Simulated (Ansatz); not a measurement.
```yaml
crystal:
  periodic: [false, false, false]
  atoms:
    - {symbol: Si, position_ang: [-0.596007, -0.003632, -0.423794]}
    - {symbol: C, position_ang: [-0.632843, 0.001065, 1.459088]}
    - {symbol: H, position_ang: [-1.665927, 0.007323, 1.835039]}
    - {symbol: H, position_ang: [-0.120974, 0.889284, 1.857879]}
    - {symbol: H, position_ang: [-0.130235, -0.890572, 1.861954]}
    - {symbol: C, position_ang: [1.170347, 0.002325, -1.076898]}
    - {symbol: H, position_ang: [1.186278, -0.004644, -2.176136]}
    - {symbol: H, position_ang: [1.720580, -0.882266, -0.723750]}
    - {symbol: H, position_ang: [1.710406, 0.897533, -0.735051]}
    - {symbol: H, position_ang: [-1.326129, 1.200262, -0.942439]}
    - {symbol: H, position_ang: [-1.315496, -1.216697, -0.935871]}
basis:
  gaussian: {orbitals: def2-mTZVP}
total_charge: 1
magnetization: {spin_polarized: true, initial_magnetization: 1}
hamiltonian: {xc: {name: revPBE0}}
output: {forces: true}
```

```sh
$ ansatz run in.yaml --threads 4 --pin off --events-out ev --progress --plain --max-ram 3916MiB
```

It prints (some lines left out):

```
Functional definition: revPBE0
823 factors; integrals over basis functions are off by at most 1.2e-3 eV
mean field evaluation 1: about -10053.3950 eV, gradient 6.0e1 eV
mean field evaluation 2: about -10042.2146 eV, gradient 6.7e1 eV
mean field evaluation 4: about -10069.5862 eV, gradient 2.4e0 eV
mean field evaluation 8: about -10069.6200 eV, gradient 1.0e-1 eV
mean field evaluation 16: about -10069.7387 eV, gradient 2.5e0 eV
mean field evaluation 32: about -10070.0404 eV, gradient 3.5e-5 eV
mean field evaluation 64: about -10069.9316 eV, gradient 2.9e-1 eV
mean field -10070.04039823 eV, -370.0671589164 hartree, gradient 4.3e-8 eV, S^2 0.758167; 5 other end points of the search recorded, 0 dependent functions left out
reference -10070.04043746 eV, -370.0671603579 hartree; 17, 16 occupied and 67, 68 virtual orbitals, 823 factors
Total energy: -10070.04043746 eV, -370.0671603579 hartree
Atom 0 at    -0.596007    -0.003632    -0.423794 Å, force    -3.317091    -0.020997    -2.358721 eV/Å
Atom 1 at    -0.632843     0.001065     1.459088 Å, force     1.707906     0.259021     3.042365 eV/Å
Atom 2 at    -1.665927     0.007323     1.835039 Å, force    -0.520769     0.063359    -1.088695 eV/Å
Atom 3 at    -0.120974     0.889284     1.857879 Å, force    -0.052339    -0.147262    -0.259627 eV/Å
Atom 4 at    -0.130235    -0.890572     1.861954 Å, force     0.073515     0.062957    -0.459572 eV/Å
Atom 5 at     1.170347     0.002325    -1.076898 Å, force     3.436931    -0.230417     0.617217 eV/Å
Atom 6 at     1.186278    -0.004644    -2.176136 Å, force    -1.199699    -0.069263    -0.135105 eV/Å
Atom 7 at     1.720580    -0.882266    -0.723750 Å, force    -0.264984     0.145061     0.038320 eV/Å
Atom 8 at     1.710406     0.897533    -0.735051 Å, force    -0.407431    -0.066285     0.217044 eV/Å
Atom 9 at    -1.326129     1.200262    -0.942439 Å, force     0.172296    -0.215562     0.336146 eV/Å
Atom 10 at    -1.315496    -1.216697    -0.935871 Å, force     0.371665     0.219388     0.050627 eV/Å
Dipole moment:     0.228824     0.001465     0.162736 e Å
```

Hardware: 4 threads of Arm Neoverse V1 on a shared host. Wall time 6 s.

The dipole of an ion depends on the origin.
